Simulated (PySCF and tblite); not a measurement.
Values are calculated unless marked as measured or tabulated.
## Rotation: stationary points, barriers and rates

System: C3H4OS, numbered as in [O:1]=[CH:2]/[CH:3]=[CH:4]\[SH:5].

Motion: rotation about the C4–S5 bond (torsion C3–C4–S5–H from 0° to 180°, rising). Geometries: GFN2-xTB; energies: CAM-B3LYP/pcSseg-1 + D3(BJ); zero-point and thermal terms from GFN2-xTB harmonic modes (soft modes blended into free rotors). Rate constants are transition-state-theory values, counting equivalent paths, without tunnelling. Programs: tblite and PySCF.

```
 point  symmetry  E(GFN2) kcal/mol  E(DFT) kcal/mol  ZPE change kcal/mol  lowest mode cm⁻¹  dipole D
 start        Cs               0.0              0.0                 0.00               211      2.48
saddle        C1              15.4             12.7                -1.17              433i      3.07
   end        Cs               4.3              5.2                 0.06               187      3.27
```

```json
{"Electronic barrier": "12.7 kcal/mol", "Barrier with zero-point energy": "11.6 kcal/mol", "ΔH‡ (298 K)": "11.8 kcal/mol", "ΔS‡ (298 K, symmetry apart)": "2.3 cal/(mol K)", "Paths": "2 equivalent paths", "End point": "a different minimum", "Mean lifetime of the start against this motion at 298 K": "11 µs", "Cost": "33 s on 1 thread of INTEL XEON PLATINUM 8581C @ 2.10GHz (shared host) (rough), peak memory 0.54 GiB, launched as `OMP_NUM_THREADS=1 python ens_run.py task.json out`"}
```

| T/K | ΔG‡ kcal/mol | k s⁻¹ | ΔG kcal/mol | k back s⁻¹ |
| --- | --- | --- | --- | --- |
| 150 | 11.4 | 0.00017 | 5.3 | 8970 |
| 200 | 11.3 | 4 | 5.3 | 2.4×10⁶ |
| 250 | 11.2 | 1730 | 5.3 | 7.2×10⁷ |
| 298 | 11.1 | 9×10⁴ | 5.3 | 6.6×10⁸ |
| 350 | 11.0 | 1.9×10⁶ | 5.3 | 3.7×10⁹ |
| 400 | 10.9 | 1.7×10⁷ | 5.2 | 1.3×10¹⁰ |
| 500 | 10.8 | 3.8×10⁸ | 5.2 | 7.2×10¹⁰ |

ΔG and ΔG‡ leave out symmetry numbers and mirror images; rates count paths: 2 out, 2 back.
